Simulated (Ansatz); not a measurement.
We consider fcc Rh, described by revPBE (plane waves, PAW; Ansatz, a program for electronic structure).

Numerical settings: plane-wave cutoff 520 eV, 24×24×24 k mesh, Fermi–Dirac smearing 0.05 eV, no spin polarisation, scalar-relativistic PAW data made under PBE.

Energies at three volumes about the minimum:

| V (Å³/atom) | E − E_lowest (meV/atom) |
|---|---|
| 13.945 | 4.49 |
| 14.229 | 0.00 |
| 14.514 | 4.16 |

Fit a parabola by hand: where is the minimum, what lattice constant follows, and what is the bulk modulus?

Slopes: (0.00 − 4.49)/(14.229 − 13.945) = -15.810 and (4.16 − 0.00)/(14.514 − 14.229) = 14.596 meV/Å³. Curvature E″ = 2 × (14.596 − (-15.810))/(14.514 − 13.945) = 106.875 meV/Å⁶. From the middle of the first interval, the slope vanishes at V0 = 14.0870 − (-15.810)/106.875 = 14.235 Å³/atom. B = V0 E″ = 14.235 × 106.875 meV/Å³ × 0.1602 GPa per meV/Å³ = 244 GPa. With 4 atoms in the cube, a = (4 × 14.235)^(1/3) = 3.847 Å. The full Birch–Murnaghan fit to all volumes gives V0 = 14.229 Å³/atom and B0 = 243 GPa.

Measured, for comparison: bulk modulus 271 GPa (corrected for temperature and zero-point phonon effects, sources range from 271 to 289; as tabulated in Levämäki et al. (2014), arXiv:1402.3671); lattice constant a 3.794 Å (static lattice: zero-point anharmonic expansion removed; as tabulated in Mejia-Rodriguez and Trickey (2018), arXiv:1807.09216). Computed less measured: bulk modulus -10 % (-10 % to -16 % over the range).
